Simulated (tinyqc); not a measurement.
CCD on RHF in the sto-6g basis, frozen core, for H2O, spin multiplicity 1, step by step. One step of it, computed by the program tinyqc.

Question. CCD: starting amplitudes. t_ij^ab = <ij||ab> / (e_i + e_j - e_a - e_b), whose energy is MP2.

orbital energies (hartree): MO1 -20.522401, MO2 -1.266915, MO3 -0.576997, MO4 -0.481128, MO5 -0.402352, MO6 0.570433, MO7 0.650099

Two-electron integrals over orbitals (pq|rs), unique and non-zero (hartree); the lowest 1 orbital is frozen and left out:
```
(22|22) 0.731184    (32|22) 0.000975    (32|32) 0.139102    (33|22) 0.644336
(33|32) -0.000280   (33|33) 0.628403    (42|22) -0.004929   (42|32) 0.000171
(42|33) 0.003604    (42|42) 0.125721    (43|22) 0.000952    (43|32) 0.019346
(43|33) 0.000799    (43|42) -0.001501   (43|43) 0.051641    (44|22) 0.665619
(44|32) -0.001380   (44|33) 0.591922    (44|42) -0.099346   (44|43) 0.001312
(44|44) 0.742854    (52|52) 0.145881    (53|52) -0.000758   (53|53) 0.028794
(54|52) -0.049097   (54|53) 0.000444    (54|54) 0.054518    (55|22) 0.750428
(55|32) -0.000769   (55|33) 0.628117    (55|42) -0.078216   (55|43) 0.001672
(55|44) 0.710175    (55|55) 0.880663    (62|22) 0.143905    (62|32) -0.002373
(62|33) 0.080029    (62|42) 0.021938    (62|43) 0.001761    (62|44) 0.073557
(62|55) 0.153707    (62|62) 0.102817    (63|22) -0.007102   (63|32) -0.029862
(63|33) -0.004823   (63|42) 0.003849    (63|43) -0.029034   (63|44) -0.005909
(63|55) -0.009161   (63|62) -0.005016   (63|63) 0.064281    (64|22) 0.104123
(64|32) 0.003600    (64|33) 0.048067    (64|42) -0.050865   (64|43) 0.001679
(64|44) 0.129567    (64|55) 0.131707    (64|62) 0.057749    (64|63) -0.006973
(64|64) 0.085889    (65|52) 0.054467    (65|53) -0.001336   (65|54) 0.001171
(65|65) 0.037035    (66|22) 0.622984    (66|32) -0.008271   (66|33) 0.573655
(66|42) 0.051074    (66|43) -0.005119   (66|44) 0.559568    (66|55) 0.598645
(66|62) 0.103914    (66|63) 0.003337    (66|64) 0.047918    (66|66) 0.609460
(72|22) 0.007850    (72|32) 0.042560    (72|33) 0.003399    (72|42) 0.000157
(72|43) -0.036787   (72|44) 0.004926    (72|55) 0.008425    (72|62) 0.002306
(72|63) 0.034415    (72|64) 0.003629    (72|66) 0.006376    (72|72) 0.062587
(73|22) 0.140016    (73|32) -0.003106   (73|33) 0.090362    (73|42) -0.084551
(73|43) -0.000155   (73|44) 0.145601    (73|55) 0.190963    (73|62) 0.073017
(73|63) -0.004086   (73|64) 0.092122    (73|66) 0.041569    (73|72) 0.005650
(73|73) 0.158474    (74|22) 0.002968    (74|32) -0.079329   (74|33) 0.001884
(74|42) -0.000959   (74|43) -0.004236   (74|44) 0.004832    (74|55) 0.004323
(74|62) 0.003107    (74|63) 0.045398    (74|64) -0.000850   (74|66) 0.007817
(74|72) -0.014415   (74|73) 0.005771    (74|74) 0.073478    (75|52) 0.002961
(75|53) 0.023513    (75|54) -0.000251   (75|65) 0.000720    (75|75) 0.023463
(76|22) 0.001376    (76|32) 0.089476    (76|33) -0.000975   (76|42) 0.002460
(76|43) 0.051844    (76|44) -0.002342   (76|55) -0.000181   (76|62) 0.002305
(76|63) -0.055978   (76|64) 0.004080    (76|66) -0.008552   (76|72) -0.011783
(76|73) -0.004912   (76|74) -0.060457   (76|76) 0.109289    (77|22) 0.615624
(77|32) 0.009190    (77|33) 0.603219    (77|42) -0.009703   (77|43) 0.005285
(77|44) 0.590433    (77|55) 0.610520    (77|62) 0.064881    (77|63) -0.009494
(77|64) 0.039689    (77|66) 0.567924    (77|72) 0.002533    (77|73) 0.079353
(77|74) -0.005059   (77|76) 0.009170    (77|77) 0.608010
```

Give: Starting amplitudes; correlation energy.

Answer.

Starting amplitudes (spin orbitals 1a, 1b, ...; amplitudes related by a flip of all spins are not repeated; the 24 largest):
```
from      to        t
3a 3b  7a 7b  -0.0646
4a 4b  6a 6b  -0.0408
3a 4b  6b 7a   0.0404
4a 4b  7a 7b  -0.0325
3a 3b  6a 6b  -0.0280
2a 2b  6a 6b  -0.0280
2a 3b  6a 7b  -0.0238
3a 4a  6a 7a   0.0205
2a 4b  6a 6b  -0.0200
3a 4b  6a 7b  -0.0199
5a 5b  6a 6b  -0.0190
2a 2b  7a 7b  -0.0163
2a 3a  6a 7a  -0.0126
2a 3b  6b 7a   0.0112
5a 5b  7a 7b  -0.0111
2a 4b  7a 7b   0.0047
3a 4b  6a 6b   0.0032
3a 4b  7a 7b  -0.0024
2a 3b  7a 7b  -0.0018
3a 3b  6a 7b   0.0017
2a 3b  6a 6b   0.0017
2a 4b  6b 7a   0.0012
2a 4b  6a 7b  -0.0010
2a 2b  6a 7b  -0.0006
```

correlation energy = -0.041780 hartree
